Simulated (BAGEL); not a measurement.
# AlH2ClO (SMILES [OH][AlH][Cl]): a chain of runs

Wanted: the energy (HF/3-21G), then a single-point energy (NEVPT2(2,2)/3-21G) of AlH2ClO. 

The calculation is run with BAGEL 1.2.2.

3 further runs of the same task are left out: 3 that didn't finish.

## (1) Starting point

The species is AlH2ClO (5 atoms), meant as a singlet with charge 0. As SMILES, `[OH][AlH][Cl]`. The Al2–Cl3 distance was set to 3.039 Å, away from the relaxed value.

Bond lengths: O1–Al2 1.684 Å, O1–H4 0.956 Å, Al2–H5 1.563 Å. Angles: O1–Al2–H5 119.3°, Al2–O1–H4 124.3°.

## (2) A single-point energy at HF/3-21G (density fitting with svp-jkfit) (run 1)

Contents of input.json:

```json
{ "bagel" : [

{
  "title" : "molecule",
  "basis" : "3-21g",
  "df_basis" : "svp-jkfit",
  "angstrom" : "true",
  "geometry" : [
    { "atom" : "O", "xyz" : [      -1.417857,       1.230542,      -0.750787 ] },
    { "atom" : "Al", "xyz" : [       0.123243,       1.044542,      -0.098887 ] },
    { "atom" : "Cl", "xyz" : [       1.114900,      -1.725400,       0.662800 ] },
    { "atom" : "H", "xyz" : [      -2.027257,       0.510542,      -0.905887 ] },
    { "atom" : "H", "xyz" : [       1.025743,       2.304642,       0.105813 ] }
  ]
},

{ "title" : "hf" },

{ "title" : "print", "file" : "orbitals.molden", "orbitals" : "true" }

]}
```

The run is started by

```
BAGEL_NUM_THREADS=1 BAGEL input.json > input.out
```

Standard output:

```text
* using 1 threads per process

  ===============================================================
  ===============================================================

  *** Geometry ***

  { "atom" : "O", "xyz" : [     -2.679361,      2.325387,     -1.418782 ] },
  { "atom" : "Al", "xyz" : [      0.232896,      1.973898,     -0.186869 ] },
  { "atom" : "Cl", "xyz" : [      2.106856,     -3.260533,      1.252510 ] },
  { "atom" : "H", "xyz" : [     -3.830961,      0.964785,     -1.711878 ] },
  { "atom" : "H", "xyz" : [      1.938373,      4.355142,      0.199958 ] },

  Number of auxiliary basis functions:      369

  Since a DF basis is specified, we compute 2- and 3-index integrals:
    o Being stored without compression. Storage requirement is 0.004 GB

  Number of basis functions:       39
  Number of electrons      :       40

    * METHOD: MOLECULE                             0.09

  *** RHF ***

  === Nuclear Repulsion ===
   106.3186204741

      * DIIS with orbital gradients will be used.

  === RHF iteration (3-21g) ===
      0       -773.36582135          0.03526904           0.02
      1       -773.48432770          0.02371120           0.02
      2       -773.54318058          0.00196237           0.02
      3       -773.54433241          0.00069039           0.02
      4       -773.54452270          0.00017547           0.02
      5       -773.54454426          0.00004390           0.02
      6       -773.54454580          0.00001010           0.02
      7       -773.54454587          0.00000259           0.02
      8       -773.54454587          0.00000131           0.02
      9       -773.54454588          0.00000048           0.02
     10       -773.54454588          0.00000010           0.02
     11       -773.54454588          0.00000005           0.02
     12       -773.54454588          0.00000002           0.02
     13       -773.54454588          0.00000001           0.02
    * SCF iteration converged.

    * Permanent dipole moment:
           (    1.006965,    -1.815913,     0.644357) a.u.

    * METHOD: HF                                   0.38

    * METHOD: PRINT                                0.00

  ===============================================================
```

Run time: 0.75 s. Hardware: 1 thread of Intel Xeon Platinum 8488C (Sapphire Rapids), shared host; peak memory 0.14 GiB.

## (3) A single-point energy at NEVPT2(2,2)/3-21G (density fitting with svp-jkfit, 2 states averaged) (run 2)

Contents of calc.json:

```json
{ "bagel": [

{
  "title": "molecule",
  "basis": "3-21g",
  "df_basis": "svp-jkfit",
  "angstrom": true,
  "geometry": [
    { "atom": "O", "xyz": [      -1.417857,       1.230542,      -0.750787 ] },
    { "atom": "Al", "xyz": [       0.123243,       1.044542,      -0.098887 ] },
    { "atom": "Cl", "xyz": [       1.114900,      -1.725400,       0.662800 ] },
    { "atom": "H", "xyz": [      -2.027257,       0.510542,      -0.905887 ] },
    { "atom": "H", "xyz": [       1.025743,       2.304642,       0.105813 ] }
  ]
},

{
  "title": "hf"
},

{
  "title": "casscf",
  "nstate": 2,
  "nact": 2,
  "nclosed": 19,
  "nspin": 0,
  "active": [18, 21],
  "maxiter": 200,
  "natocc": true
},

{
  "title": "nevpt2",
  "nstate": 2,
  "nact": 2,
  "nclosed": 19,
  "nspin": 0,
  "active": [18, 21],
  "maxiter": 200,
  "natocc": true,
  "ncore": 11
}

]}
```

The run is started by

```
BAGEL_NUM_THREADS=1 BAGEL calc.json > calc.out
```

Standard output:

```text
* using 1 threads per process

  ===============================================================
  ===============================================================

  *** Geometry ***

  { "atom" : "O", "xyz" : [     -2.679361,      2.325387,     -1.418782 ] },
  { "atom" : "Al", "xyz" : [      0.232896,      1.973898,     -0.186869 ] },
  { "atom" : "Cl", "xyz" : [      2.106856,     -3.260533,      1.252510 ] },
  { "atom" : "H", "xyz" : [     -3.830961,      0.964785,     -1.711878 ] },
  { "atom" : "H", "xyz" : [      1.938373,      4.355142,      0.199958 ] },

  Number of auxiliary basis functions:      369

  Since a DF basis is specified, we compute 2- and 3-index integrals:
    o Being stored without compression. Storage requirement is 0.004 GB

  Number of basis functions:       39
  Number of electrons      :       40

    * METHOD: MOLECULE                             0.15

  *** RHF ***

  === Nuclear Repulsion ===
   106.3186204741

      * DIIS with orbital gradients will be used.

  === RHF iteration (3-21g) ===
      0       -773.36582135          0.03526904           0.03
      1       -773.48432770          0.02371120           0.03
      2       -773.54318058          0.00196237           0.03
      3       -773.54433241          0.00069039           0.02
      4       -773.54452270          0.00017547           0.02
      5       -773.54454426          0.00004390           0.02
      6       -773.54454580          0.00001010           0.02
      7       -773.54454587          0.00000259           0.02
      8       -773.54454587          0.00000131           0.02
      9       -773.54454588          0.00000048           0.02
     10       -773.54454588          0.00000010           0.02
     11       -773.54454588          0.00000005           0.02
     12       -773.54454588          0.00000002           0.02
     13       -773.54454588          0.00000001           0.02
    * SCF iteration converged.

    * Permanent dipole moment:
           (    1.006965,    -1.815913,     0.644357) a.u.

    * METHOD: HF                                   0.38

  ---------------------------
      CASSCF calculation
  ---------------------------

    ==== Active orbitals : =====
         Orbital 18
         Orbital 21
    ============================

    * nstate   :      2
    * nclosed  :     19
    * nact     :      2
    * nvirt    :     18
  === CASSCF iteration (3-21g) ===

    * Using the second-order algorithm

      0  0      -773.55159126     6.82e-03      0.01
      0  1      -773.35187681     0.00e+00      0.01

      1  0      -773.55271689     2.27e-04      0.08
      1  1      -773.35833246     0.00e+00      0.08

      2  0      -773.55278722     8.36e-06      0.08
      2  1      -773.35825720     0.00e+00      0.08

      3  0      -773.55279243     6.01e-07      0.08
      3  1      -773.35825201     0.00e+00      0.08

      4  0      -773.55279275     4.12e-08      0.08
      4  1      -773.35825169     0.00e+00      0.08

      5  0      -773.55279277     2.76e-09      0.07
      5  1      -773.35825167     0.00e+00      0.07

    * Second-order optimization converged. *

     guess   0:   closed 1.                   open ..
     guess   1:   closed ..                   open 11

  === FCI iteration ===

      0  0      -773.55258371     5.66e-03      0.00
      0  1      -773.35820058     2.32e-03      0.00

      1  0 *    -773.55279277     2.26e-16      0.00
      1  1 *    -773.35825167     2.42e-16      0.00

     * ci vector, state   0, <S^2> = 0.0000
       2.     0.8581802089
       ab     0.3627576819
       ba     0.3627576819

     * ci vector, state   1, <S^2> = 0.0000
       ab     0.6069652908
       ba     0.6069652908
       2.    -0.5128982957

    * METHOD: CASSCF                               0.44

    * freezing 11 orbitals

  === DF-NEVPT2 calculation ===

    * 3-index integral transformation done
    * assembly done

      NEVPT2 state 0 correlation energy:   -0.1986389949      0.01

          (+0)     -0.1518041839
          (+0)'    -0.0116334874
          (+1)     -0.0144508426
          (+1)'    -0.0003769887
          (+2)     -0.0013033456
          (-1)     -0.0141868033
          (-1)'    -0.0035320905
          (-2)     -0.0013512530

      NEVPT2 state 0 total energy:       -773.7514317631

    * METHOD: NEVPT2                               0.04

  ===============================================================
```

Run time: 1.3 s. Hardware: 1 thread of Intel Xeon Platinum 8488C (Sapphire Rapids), shared host; peak memory 0.14 GiB.

## (4) Outcome

| quantity | value |
| --- | --- |
| run 1, HF/3-21G: total energy | -773.54455 Eh |
| run 1, HF/3-21G: dipole moment | 5.53 D |
| run 1, HF/3-21G: HOMO energy | -10.58 eV |
| run 1, HF/3-21G: LUMO energy | -0.08 eV |
| run 1, HF/3-21G: HOMO–LUMO gap | 10.50 eV |
| run 2, NEVPT2(2,2)/3-21G: energy of root 0 | -773.75143 Eh |
